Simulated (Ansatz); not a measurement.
Wavefunction ladder for C$_{3}$H$_{3}$FS, SMILES `F/C=C1\CS1`

Z-matrix (Å, degrees):
```
C
S 1 1.832
C 1 1.449 2 62.1
H 1 1.085 2 115.3 3 110.5
H 1 1.085 2 115.3 3 -110.5
C 3 1.313 1 146.4 2 -180.0
F 6 1.341 3 121.0 1 -0.0
H 6 1.082 3 125.5 1 180.0
```

Charge 0, multiplicity 1. All single points use the PBE0-D4/def2-TZVP geometry. Frozen core, restricted reference, Ansatz. CBS rows extrapolate triple and quadruple zeta; past MP2 they add the triple-zeta difference.

```tsv
basis	HF (Eh)	MP2 corr.
def2-SVP	-611.94644	-0.70445
def2-TZVPP	-612.34236	-0.89615
def2-QZVPP	-612.36278	-0.96609
```

(1) Estimate the CCSD correlation energy and the (T) correction in each basis where they were run (hartree).

Results:

(1) 
```
     basis  CCSD corr.       (T)
  def2-SVP    -0.74054  -0.02530
def2-TZVPP    -0.92355  -0.04275
 CBS(def2)    -1.04529     as TZ
```
